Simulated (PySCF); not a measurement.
**Worked example for dimethyl sulfoxide: ionisation energy to the radical cation**

Structure: `CS(C)=O` (C2H6OS).

Energies: ωB97X-D3(BJ)/ma-def2-TZVP (PySCF, density fitting, integration grid level 2) on PBE0-D3(BJ)/def2-SVP structures. ωB97X-D3(BJ) is ωB97X-V with D3(BJ) in place of VV10. Zero-point energies come from unscaled PBE0-D3(BJ)/def2-SVP harmonic frequencies.

```csv
state,structure,E / Eh
parent,parent,-553.360040
radical cation,parent,-553.027951
radical cation,radical cation,-553.037685
parent,radical cation,-553.347097
```

Zero-point energy of the radical cation less that of the parent: -0.012 eV. 1 Eh = 27.2114 eV.

Task: Work out the vertical and adiabatic ionisation energy.

Result: Vertical: (-553.027951) − (-553.360040) = 0.332089 Eh = 9.04 eV. Adiabatic: 0.322355 Eh = 8.772 eV, and 8.76 eV with zero-point energy.

Task: And the inner reorganisation energy of self-exchange?

Result: The radical cation relaxes by 264.9 meV and the parent by 352.2 meV, so λ = 617 meV.
